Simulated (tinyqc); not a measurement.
Inside a calculation. Method: RHF in the sto-3g basis, for HF, spin multiplicity 1. One step of it, computed by the program tinyqc.

Question. Iteration 2: building the Fock matrix. J_ij = sum D_kl (ij|kl), K_ij = sum D_kl (ik|jl); F = H + J - 0.5 K; E = tr D H + tr D J / 2 - 0.25 tr D K + E_nn.

D after iteration 1, order 1F 1s, 1F 2s, 1F 2px, 1F 2py, 1F 2pz, 2H 1s:
$$\begin{pmatrix}
2.110221 & -0.459605 & 0.000000 & 0.000000 & 0.092762 & -0.049163 \\
-0.459605 & 1.960342 & 0.000000 & 0.000000 & -0.478902 & 0.047333 \\
0.000000 & 0.000000 & 2.000000 & 0.000000 & 0.000000 & 0.000000 \\
0.000000 & 0.000000 & 0.000000 & 2.000000 & 0.000000 & 0.000000 \\
0.092762 & -0.478902 & 0.000000 & 0.000000 & 1.196366 & 0.681284 \\
-0.049163 & 0.047333 & 0.000000 & 0.000000 & 0.681284 & 0.446205
\end{pmatrix}$$

core Hamiltonian H = T + V (hartree), order 1F 1s, 1F 2s, 1F 2px, 1F 2py, 1F 2pz, 2H 1s:
$$\begin{pmatrix}
-40.592790 & -9.524794 & 0.000000 & 0.000000 & -0.014576 & -1.925752 \\
-9.524794 & -11.067031 & 0.000000 & 0.000000 & -0.174989 & -3.986932 \\
0.000000 & 0.000000 & -8.726610 & 0.000000 & 0.000000 & 0.000000 \\
0.000000 & 0.000000 & 0.000000 & -8.726610 & 0.000000 & 0.000000 \\
-0.014576 & -0.174989 & 0.000000 & 0.000000 & -8.839222 & -2.595533 \\
-1.925752 & -3.986932 & 0.000000 & 0.000000 & -2.595533 & -5.371566
\end{pmatrix}$$

Two-electron integrals (ij|kl) in chemists' order, unique and non-zero (hartree):
```
(11|11) 5.403501   (21|11) 0.841920   (21|21) 0.156299   (22|11) 1.268028
(22|21) 0.292344   (22|22) 0.926167   (31|31) 0.027998   (32|31) 0.043169
(32|32) 0.204588   (33|11) 1.264502   (33|21) 0.292403   (33|22) 0.925959
(33|33) 0.997514   (41|41) 0.027998   (42|41) 0.043169   (42|42) 0.204588
(43|43) 0.053770   (44|11) 1.264502   (44|21) 0.292403   (44|22) 0.925959
(44|33) 0.889973   (44|44) 0.997514   (51|51) 0.027998   (52|51) 0.043169
(52|52) 0.204588   (53|53) 0.053770   (54|54) 0.053770   (55|11) 1.264502
(55|21) 0.292403   (55|22) 0.925959   (55|33) 0.889973   (55|44) 0.889973
(55|55) 0.997514   (61|11) 0.171720   (61|21) 0.031589   (61|22) 0.058640
(61|33) 0.058553   (61|44) 0.058553   (61|51) 0.001289   (61|52) 0.002407
(61|55) 0.058822   (61|61) 0.006450   (62|11) 0.412348   (62|21) 0.096247
(62|22) 0.337609   (62|33) 0.332831   (62|44) 0.332831   (62|51) 0.006518
(62|52) 0.049784   (62|55) 0.346844   (62|61) 0.019703   (62|62) 0.148398
(63|31) 0.010345   (63|32) 0.060273   (63|53) 0.010612   (63|63) 0.022587
(64|41) 0.010345   (64|42) 0.060273   (64|54) 0.010612   (64|64) 0.022587
(65|11) 0.270692   (65|21) 0.064027   (65|22) 0.240524   (65|33) 0.230063
(65|44) 0.230063   (65|51) 0.014159   (65|52) 0.094201   (65|55) 0.261178
(65|61) 0.013688   (65|62) 0.129560   (65|65) 0.134902   (66|11) 0.544336
(66|21) 0.129146   (66|22) 0.520605   (66|33) 0.502323   (66|44) 0.502323
(66|51) 0.011613   (66|52) 0.122846   (66|55) 0.556554   (66|61) 0.026639
(66|62) 0.285646   (66|65) 0.289652   (66|66) 0.774606
```

nuclear repulsion = 5.11008036 hartree

Give: Coulomb J; exchange K; Fock matrix F; total energy of this density.

Answer.

Coulomb J (hartree), order 1F 1s, 1F 2s, 1F 2px, 1F 2py, 1F 2pz, 2H 1s:
$$\begin{pmatrix}
20.319 & 3.876 & 0.000 & 0.000 & -0.011 & 0.783 \\
3.876 & 9.621 & 0.000 & 0.000 & 0.000 & 3.459 \\
0.000 & 0.000 & 9.618 & 0.000 & 0.000 & 0.000 \\
0.000 & 0.000 & 0.000 & 9.618 & 0.000 & 0.000 \\
-0.011 & 0.000 & 0.000 & 0.000 & 9.599 & 2.453 \\
0.783 & 3.459 & 0.000 & 0.000 & 2.453 & 5.375
\end{pmatrix}$$

exchange K (hartree), order 1F 1s, 1F 2s, 1F 2px, 1F 2py, 1F 2pz, 2H 1s:
$$\begin{pmatrix}
11.071 & 1.920 & 0.000 & 0.000 & 0.005 & 0.406 \\
1.920 & 3.096 & 0.000 & 0.000 & -0.142 & 1.202 \\
0.000 & 0.000 & 2.617 & 0.000 & 0.000 & 0.000 \\
0.000 & 0.000 & 0.000 & 2.617 & 0.000 & 0.000 \\
0.005 & -0.142 & 0.000 & 0.000 & 2.253 & 0.858 \\
0.406 & 1.202 & 0.000 & 0.000 & 0.858 & 1.181
\end{pmatrix}$$

Fock matrix F (hartree), order 1F 1s, 1F 2s, 1F 2px, 1F 2py, 1F 2pz, 2H 1s:
$$\begin{pmatrix}
-25.809 & -6.608 & 0.000 & 0.000 & -0.028 & -1.346 \\
-6.608 & -2.995 & 0.000 & 0.000 & -0.104 & -1.129 \\
0.000 & 0.000 & -0.417 & 0.000 & 0.000 & 0.000 \\
0.000 & 0.000 & 0.000 & -0.417 & 0.000 & 0.000 \\
-0.028 & -0.104 & 0.000 & 0.000 & -0.366 & -0.571 \\
-1.346 & -1.129 & 0.000 & 0.000 & -0.571 & -0.587
\end{pmatrix}$$

total energy of this density = -98.55172 hartree
